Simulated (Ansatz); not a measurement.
Run this with the Python package of Ansatz (0.2.0) and show what comes out.

The script, `run_conformers.py`:
```python
# -*- coding: utf-8 -*-
"""Conformer energies of C2H7NOS."""

import ansatz
from rdkit import Chem
from rdkit.Chem import AllChem


def main():
    rd = Chem.AddHs(Chem.MolFromSmiles("CNC(O)S"))
    ids = list(AllChem.EmbedMultipleConfs(rd, numConfs=20, randomSeed=155, pruneRmsThresh=0.4))
    field = [energy for _, energy in AllChem.MMFFOptimizeMoleculeConfs(rd)]
    distinct = {round(e, 2): i for i, e in zip(ids, field)}
    chosen = sorted(distinct.items())[:5]
    found = []
    for force_field, index in chosen:
        c2h7nos = ansatz.Crystal.molecule()
        for atom, xyz in zip(rd.GetAtoms(), rd.GetConformer(index).GetPositions()):
            c2h7nos = c2h7nos.atom(atom.GetSymbol(), xyz.round(5).tolist())
        calculation = (
            c2h7nos.calculation()
            .basis(gaussian="cc-pVDZ")
            .functional("PBE")
            .accuracy("medium")
            .scf(lower_state_search="off")
        )
        found.append(calculation.run(threads=1).report["free_energy_ev"])
    print("conformer   MMFF (kcal/mol)   this level (kcal/mol)")
    for (force_field, index), e in zip(chosen, found):
        print(f"{index:9d} {force_field - chosen[0][0]:17.2f} {23.060548 * (e - min(found)):17.3f}")


if __name__ == "__main__":
    main()
```

```console
$ python run_conformers.py
conformer   MMFF (kcal/mol)   this level (kcal/mol)
        4              0.00             0.000
        3              0.08             2.958
        2              1.56             1.129
        5              3.04             2.002
        0              7.81             4.796
```

What to keep in mind:
- These settings explore the input space; basis and method may be short of convergence.
- The conformers keep their force-field geometries.
- It ran for 11 s on 1 thread of Arm Neoverse V2 (shared host), peak memory 0.26 GiB.
